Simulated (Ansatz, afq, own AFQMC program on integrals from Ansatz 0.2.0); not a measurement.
Two steps: Ansatz 0.2.0 writes the Fock matrix and Cholesky factors of the valence space, and afq projects on them the lowest state that overlaps trial and start.

```yaml
crystal:
  periodic: [false, false, false]
  atoms:
    - {symbol: Si, position_ang: [-1.386603, 0.368733, -0.923723]}
    - {symbol: Ge, position_ang: [-0.925823, 0.109270, 1.433382]}
    - {symbol: Si, position_ang: [1.387288, -0.365669, 0.923923]}
    - {symbol: Ge, position_ang: [0.925270, -0.111805, -1.433555]}
    - {symbol: H, position_ang: [-2.358947, -0.626605, -1.474935]}
    - {symbol: H, position_ang: [-1.830937, 1.742906, -1.316414]}
    - {symbol: H, position_ang: [-1.682476, -1.052709, 2.107341]}
    - {symbol: H, position_ang: [-1.146868, 1.383915, 2.272042]}
    - {symbol: H, position_ang: [1.836846, -1.737234, 1.319751]}
    - {symbol: H, position_ang: [2.356066, 0.634599, 1.472496]}
    - {symbol: H, position_ang: [1.141826, -1.390598, -2.267079]}
    - {symbol: H, position_ang: [1.684368, 1.045197, -2.113239]}
basis:
  gaussian: {orbitals: def2-SVP}
magnetization: {spin_polarized: false}
correlation: {method: ccsd_t, electrons: outside_noble_gas, hamiltonian_folder: ham}
```

```sh
$ ansatz run in.yaml --threads 1 --pin off --events-out ev --progress --plain --max-ram 16896MiB --backend cuda --devices 0, --max-vram 18GiB
```

Options of the walk:

```
--method phaseless --trial hf --walkers 2900 --populations 20 --least-time 40 --time-step 0.005 --steps-per-block 20 --equilibration-blocks 112 --max-blocks 4000 --target-error 0.0014999999999999998 --factor-cut 1e-05 --seed 596 --taylor-order 6
```

Times are imaginary, in 1/Eh. The walk had a cap of 103 s. With eight or more populations the least sampling time is a fifth of least-time, and the error comes from their spread. Filled inner d shells are frozen with the cores.

Log:

```
orbitals 102  electrons 12 12  factors 917 of 1380
reference energy -4732.54134256 Eh
CCSD correlation -0.46330767 Eh in 10 cycles, weight of the determinant in the CISD state 0.7721
energy of the start -4732.541342 Eh
 block  time / (1/Eh)  mean weight  energy / Eh
     1     0.100  1.0013  -4732.622333
     2     0.200  1.0026  -4732.687623
     3     0.300  1.0026  -4732.739718
     4     0.400  1.0028  -4732.781453
     5     0.500  1.0023  -4732.815749
     8     0.800  1.0016  -4732.889093
    13     1.300  1.0008  -4732.955166
    25     2.500  0.9998  -4733.000259
    37     3.700  0.9998  -4733.011279
    49     4.900  1.0003  -4733.022931
    61     6.100  1.0000  -4733.030072
    73     7.300  1.0000  -4733.023698
    85     8.500  1.0000  -4733.020203
    97     9.700  1.0003  -4733.023903
   109    10.900  1.0002  -4733.024503
   121    12.100  0.9998  -4733.029952
   133    13.300  0.9998  -4733.026671
   145    14.500  0.9997  -4733.024076
   157    15.700  1.0000  -4733.026692
   169    16.900  0.9999  -4733.023760
   177    17.700  1.0000  -4733.033336
   181    18.100  1.0002  -4733.025530
   189    18.900  1.0002  -4733.025505
error from the spread of 20 populations
energy -4733.025680 +/- 0.001372 Eh
(rows thinned)
```

The run passed its tests (sampling time, drift between the halves within three errors, error under three times the target), which doesn't prove that it has relaxed.

Against this walk (error 37.3 meV) on the same determinant: CCSD(T) 159.9 meV higher, the released energy of a separate walk with a CISD trial 86.3 ± 38.9 meV higher, a separate phaseless walk with a CISD trial and standard settings 90.7 ± 38.3 meV higher. The error is statistical and leaves out the bias of the constraint.

Cautions: constraint bias not in the error; no relativity below Rb; no spin-orbit coupling; inner d shell frozen.

The walk took 89 s on 1 × NVIDIA H100 80GB HBM3 with 2 threads of AMD EPYC 7R13 Processor (Zen 3) (shared host) (the card was shared). The log's last line is the phaseless energy.
